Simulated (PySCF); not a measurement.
## Calculated properties of `[CH2]C` [radical]

C₂H₅ (doublet state).
Numbering: `[CH2:1][CH3:2]` (hydrogens: H3, H4 on C1; H5, H6, H7 on C2)

Cartesian coordinates in Å at the PBE0-D3(BJ)/def2-SVP level; atoms count from 1:
```xyz
7
C2H5 angstrom
C      0.854   -0.126   -0.024
C     -0.609    0.104   -0.015
H      1.566    0.702    0.008
H      1.258   -1.142   -0.002
H     -1.071   -0.201    0.946
H     -0.866    1.161   -0.174
H     -1.125   -0.488   -0.792
```

**PBE0-D3(BJ)/def2-SVP geometry optimisation, gas phase (PySCF)**

- Rotational constants A, B, C: 102.516, 22.777, 21.070 GHz
- Dipole moment: 0.27 D

**UKS B3LYP, IGLO-III on C, pcH-1 on H, non-relativistic, mean-field spin-orbit, GIAO (PySCF)**

* Isotropic g value: 2.00266
* Principal g values: 2.00219, 2.00281, 2.00298
* Spin squared ⟨S²⟩: 0.754
* Largest Mulliken spin population: 1.10 on C1
* Largest isotropic hyperfine couplings (means over sets of like nuclei): 13C +86.3 (C1), 1H +84.2 (H5/H6/H7), 1H -64.9 (H3/H4), 13C -34.1 (C2) MHz

Monoisotopic mass from the formula: 29.0391 u.

With B = h/(8π²I), that is 505.379 GHz u Å² over I, the principal moments of inertia are 4.93, 22.2 and 24.0 u Å² (most abundant isotopes); the inertial defect Ic − Ia − Ib is -3.1 u Å² (zero for a rigid planar frame, negative otherwise). ⟨S²⟩ is 0.004 above the pure-spin value S(S + 1) = 0.75. The rotational constants make it an asymmetric top with κ = (2B − A − C)/(A − C) = -0.96, nearer the prolate limit (−1). g_iso is shifted by about +340 ppm from the free-electron value 2.002319; the principal values span 0.0008. At 9.50 GHz, hν = g·μB·B₀ (B₀ the magnetic field) puts the centre of the isotropic spectrum, to first order, at 338.9 mT. The dipole equals about 0.9 × 10⁻³⁰ C·m (1 D = 3.33564 × 10⁻³⁰ C·m).

Geometry: PBE0-D3(BJ)/def2-SVP; no solvent or vibrations. Couplings of like nuclei are plain means over topologically equivalent atoms, as if these changed places fast (by rotation of a methyl-like group, say); in this geometry the members of some sets differ.

For the geometry optimisation (PBE0-D3(BJ)/def2-SVP), the run took 2.6 s of wall time on one thread of an x86-64 server, shared host.
